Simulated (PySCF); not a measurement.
# C4H10O (2-methoxypropane): HF/6-31G(d) (spherical functions, preoptimised minimum)

We compute an optimisation with harmonic vibrations of C4H10O (2-methoxypropane). The job is set up through a Python script.

Program for the calculation: PySCF 2.14.0.

### 1 The structure to begin with

The species is C4H10O (15 atoms), meant as a singlet with charge 0. SMILES: `COC(C)C`. The shape is that of a PBE0-D4/def2-TZVP symmetrised optimisation. This is one conformer, not always the lowest. The run starts from this shape.

Bond lengths: C1–O2 1.399 Å, O2–C3 1.415 Å, C3–C4 1.519 Å, C3–C5 1.512 Å, C1–H6 1.097 Å, C1–H7 1.100 Å, C1–H8 1.091 Å, C3–H9 1.103 Å, C4–H10 1.092 Å, C4–H11 1.093 Å, C4–H12 1.092 Å, C5–H13 1.092 Å, C5–H14 1.093 Å, C5–H15 1.091 Å. Some angles: C1–O2–C3 114.5°, O2–C3–C4 112.1°, O2–C3–C5 106.5°, C4–C3–C5 111.9°, O2–C1–H6 112.7°, O2–C1–H7 111.4°, O2–C1–H8 107.3°, O2–C3–H9 108.3°, C4–C3–H9 108.8°, C5–C3–H9 109.1°.

### 2 An optimisation with harmonic vibrations at HF/6-31G(d) (spherical functions, preoptimised minimum)

The input, input.xyz:

```xyz
15
C4H10O
C     -1.378748    -0.248588     1.321626
O     -0.903298    -0.262608     0.005876
C      0.344712     0.380562    -0.172944
C      1.490302    -0.417978     0.425356
C      0.515772     0.581702    -1.661724
H     -0.776358    -0.869988     1.996446
H     -1.408518     0.773192     1.727066
H     -2.393858    -0.646928     1.303536
H      0.301432     1.365562     0.321516
H      2.440102     0.092232     0.249336
H      1.538812    -1.407298    -0.036894
H      1.380712    -0.546088     1.503866
H      1.446422     1.111332    -1.875454
H      0.543612    -0.385258    -2.170084
H     -0.316858     1.158182    -2.067734
```

The input, job.py:

```python
from pyscf import gto, symm
from pyscf.hessian import thermo
from pyscf.geomopt.geometric_solver import kernel as optimise

mol = gto.M(
    atom='input.xyz',
    verbose=3,
    basis='6-31g*',
    max_memory=1860,
)

hf = mol.RHF()
hf.conv_tol = 1e-10
converged, mol_eq = optimise(hf, maxsteps=80)
print('converged:', converged)
print(mol_eq.tostring())

hf.reset(mol_eq)
mol = mol_eq
hf.kernel()
energy = hf.e_tot
print(f'total energy: {energy:.8f} hartree')
hess = hf.Hessian().kernel()
modes = thermo.harmonic_analysis(mol, hess)
thermo.dump_normal_mode(mol, modes)
symm.geom.TOLERANCE = 1e-3  # for the symmetry number
th = thermo.thermo(hf, modes['freq_au'], 298.15, 101325)
thermo.dump_thermo(mol, th)
```

Run with:

```
$ OMP_NUM_THREADS=1 python job.py
```

What values should one expect? Wanted: total energy; dipole moment; HOMO energy; LUMO energy; HOMO–LUMO gap; lowest harmonic wavenumber; highest harmonic wavenumber; zero-point energy; ideal-gas entropy at 298.15 K.

Computed results:

Level: HF/6-31G* (spherical functions, preoptimised minimum).

| quantity | value |
| --- | --- |
| total energy | -232.14016 Eh |
| dipole moment | 1.35 D |
| HOMO energy | -11.10 eV |
| LUMO energy | 6.23 eV |
| HOMO–LUMO gap | 17.34 eV |
| lowest harmonic wavenumber | 68 cm⁻¹ |
| highest harmonic wavenumber | 3297 cm⁻¹ |
| zero-point energy | 384.2 kJ/mol |
| ideal-gas entropy at 298.15 K (symmetry number 1 as used) | 78.6 cal/(mol K) |

In words: At the final geometry: Bond lengths: C1–O2 1.392 Å, O2–C3 1.406 Å, C3–C4 1.527 Å, C3–C5 1.521 Å, C1–H6 1.087 Å, C1–H7 1.089 Å, C1–H8 1.082 Å, C3–H9 1.090 Å, C4–H10 1.086 Å, C4–H11 1.085 Å, C4–H12 1.085 Å, C5–H13 1.085 Å, C5–H14 1.085 Å, C5–H15 1.084 Å. Some angles: C1–O2–C3 116.4°, O2–C3–C4 111.7°, O2–C3–C5 106.6°, C4–C3–C5 111.8°, O2–C1–H6 112.5°, O2–C1–H7 111.4°, O2–C1–H8 107.2°, O2–C3–H9 108.9°, C4–C3–H9 109.0°, C5–C3–H9 108.9°. All 39 modes are real, so the shape is a minimum at this level.
